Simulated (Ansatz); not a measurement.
# LiMgH (triplet): the correlation ladder, def2-TZVPP

The task here is to estimate one member of a computed series from the others.

Method: def2-TZVPP, core rule «outside noble gas», up to 6 orbitals frozen; program: Ansatz 0.2.0, Gaussian basis.

The runs, in order: UHF; ROHF; CCSD(T) on UHF.

2 further runs of the same task are left out: 2 set aside as unsound or not needed.

## The system

The geometry is a PBE0/def2-TZVP stationary point (not a proven minimum).

3 atoms, charge 0, spin multiplicity 3.

Atoms are counted from 1 here; the program's logs count them from 0.

Bond lengths: Li1–H3 1.790 Å, Mg2–H3 1.811 Å. Angles: Li1–H3–Mg2 104.5°.

The first run:

The input, in.yaml:

```yaml
crystal:
  periodic: [false, false, false]
  atoms:
    - {symbol: Li, position_ang: [0.000000, -0.137297, 2.185636]}
    - {symbol: Mg, position_ang: [0.000000, -0.003501, -0.658559]}
    - {symbol: H, position_ang: [0.000000, 1.029907, 0.829180]}
basis:
  gaussian: {orbitals: def2-TZVPP}
magnetization: {spin_polarized: true, initial_magnetization: 2}
hamiltonian: {xc: hf}
output: {orbitals: {seedname: orbitals}}
```

On the command line:

```
ansatz run in.yaml --threads 1 --pin off --events-out ev --progress --plain --max-ram 2816MiB --backend cpu
```

Steps of the session up to this table: UHF; ROHF; CCSD(T) on UHF.

One table of the session follows, with a row left open; its other results are not shown here.

It belongs to the step «Misses and costs». 

| method | from UCCSD(T) (kJ/mol) |
| --- | --- |
| ROHF | ? |
| UHF | +123.2 |
| UMP2 | +32.3 |
| UCCSD | +2.1 |
| UCCSD(T) | 0 |

Q: Estimate the row for ROHF from the others.

The run gave: from UCCSD(T) (kJ/mol): +124.4. In the column «from UCCSD(T) (kJ/mol)» it is the highest.

With the free atoms at the same levels and basis (separate runs), the atomisation energy is 1.901 eV at UCCSD(T), 1.503 eV at ROHF.
